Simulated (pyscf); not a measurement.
Structures and frequencies: ωB97X-D3(BJ)/def2-SVP in PySCF. Correlated levels are frozen-core, on RHF or UHF. ΔMP2 is the change of the MP2 total energy from the triple- to the quadruple-zeta basis.

### Question
Estimate by transition-state theory (the high-pressure limit) the rate constant of O=AsH (SMILES O=[AsH]) + SiH₄ (SMILES [SiH4]) → H₃Si–O–AsH₂ (SMILES [SiH3]O[AsH2]) (singlet surface; H–Si broken, As–H, O–Si formed) at 298 K, with CCSD(T)/def2-TZVPP + ΔMP2(QZVPP) energies (ideal gas, 1 atm, RRHO with modes under 100 cm⁻¹ raised to 100, one conformer, R ln 2 for rigid chiral ones; no tunnelling).

### Answer
The electronic barrier is 8.8 kcal/mol and the thermal terms add +11.4, so ΔG‡ = 20.1 kcal/mol. With k_BT/h = 6.21e+12 s⁻¹ and RT = 0.592 kcal/mol, and a volume of 4.06e-20 cm³ per molecule at 1 atm, k = 4.4e-22 cm³ molecule⁻¹ s⁻¹. The product is born with the 68 kcal/mol of the reverse barrier and needs collisions to keep. Wigner's tunnelling factor for 384i cm⁻¹ would be 1.14. A shift of 1 kcal/mol in the barrier changes k by a factor 5.4. At the saddle there is also a short As–Si contact that neither side keeps. O=AsH lies 7.5 kcal/mol over its isomer HO–As: [triplet], and others may lie lower still (electronic energy, ωB97M-D3(BJ)). H₃Si–O–AsH₂ lies 10.7 kcal/mol over its isomer HO–SiH₂–AsH₂, and others may lie lower still (electronic energy, ωB97M-D3(BJ)). This is the saddle that the search found; another between the same sides may lie lower. The CCSD(T) − MP2 part came from Ansatz, without density fitting, on the same reference. The frozen core leaves the outer d or s,p core shells of the metals and heavy elements correlated in the MP2 and CC values, and def2-TZVPP describes them poorly, which can shift differences by a few kcal/mol. Elements up to Kr have no core potential and no relativistic terms here.
